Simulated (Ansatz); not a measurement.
**Active spaces for CH3, doublet**

Program: Ansatz, Gaussian basis, development build. Basis cc-pVDZ, nonrelativistic, 1 orbital frozen in the corrections. State-specific CASSCF; RHF is the lowest restricted (open-shell) Hartree–Fock solution met. Solutions may break the symmetry of the shape. The lowest solution met needn't be the lowest there is, nor hold the orbitals that a chemist would pick.

Geometry:

```xyz
4

C     0.0000    0.0000    0.0000
H     1.0903    0.0000    0.0000
H    -0.5452    0.9443    0.0000
H    -0.5452   -0.9443    0.0000
```

Task: What do CASSCF and its corrections give against RHF in CAS(7,7), and what are the occupations?

Result: CASSCF -1.618 eV, SC-NEVPT2 -3.661 eV; occupations 1.98, 1.98, 1.98, 1.00, 0.02, 0.02, 0.02.
